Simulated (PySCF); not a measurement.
Compound: C₅H₁₂O.
Atom-mapped SMILES: `[CH3:1][CH2:2][CH2:3][CH2:4][CH2:5][OH:6]` (hydrogens: H7, H8, H9 on C1; H10, H11 on C2; H12, H13 on C3; H14, H15 on C4; H16, H17 on C5; H18 on O6)

Cartesian coordinates in Å at the PBE0-D3(BJ)/def2-TZVP level; atoms count from 1:
```xyz
18
C5H12O angstrom
C      2.725    0.318    0.427
C      1.379    0.722   -0.146
C      0.270   -0.260    0.194
C     -1.082    0.138   -0.374
C     -2.177   -0.853   -0.034
O     -3.426   -0.521   -0.605
H      3.035   -0.661    0.049
H      2.685    0.251    1.518
H      3.506    1.036    0.166
H      1.104    1.717    0.223
H      1.454    0.815   -1.236
H      0.196   -0.356    1.285
H      0.542   -1.255   -0.178
H     -1.021    0.233   -1.463
H     -1.361    1.128    0.010
H     -1.925   -1.840   -0.431
H     -2.261   -0.957    1.058
H     -3.673    0.354   -0.296
```

The closed-shell ground state was solved at several levels (PySCF, density fitting, gas phase, non-relativistic). The structure is a single PBE0-D3(BJ)/def2-TZVP conformer in the gas phase; no vibrational or solvent corrections.

```
         level  basis functions  HOMO (eV)  LUMO (eV)  gap (eV)  dipole (D)
  KT3/pcSseg-2              384      -6.31      -0.34      5.97        1.66
B97-2/pcSseg-2              384      -7.48       0.58      8.06        1.76
 PBE0/pcSseg-2              384      -7.77       0.54      8.31        1.78
```

Q: Estimate the row for wB97X-D/pcSseg-2, a basis of 384 functions; the other rows only guide the guess.

A: HOMO -9.69 eV, LUMO 2.26 eV, gap 11.95 eV, dipole 1.81 D.

Q: Over all these levels, which gives the widest orbital gap and which the narrowest?

A: wB97X-D/pcSseg-2 (range-separated hybrid) has the widest, 11.95 eV, and KT3/pcSseg-2 (GGA) the narrowest, 5.97 eV. From the narrowest to the widest the HOMO moves by -3.38 eV and the LUMO by +2.60 eV.

Q: In the pcSseg-2 basis, how does the gap go with the fixed share of exact exchange?

A: KT3 (0 %) 5.97 eV; B97-2 (21 %) 8.06 eV; PBE0 (25 %) 8.31 eV. Each rise in the share widens the gap here.

Q: How far do the dipole and the HOMO energy spread over the levels?

A: The dipole runs from 1.66 to 1.81 D (mean 1.75 D) and the HOMO from -9.69 to -6.31 eV.
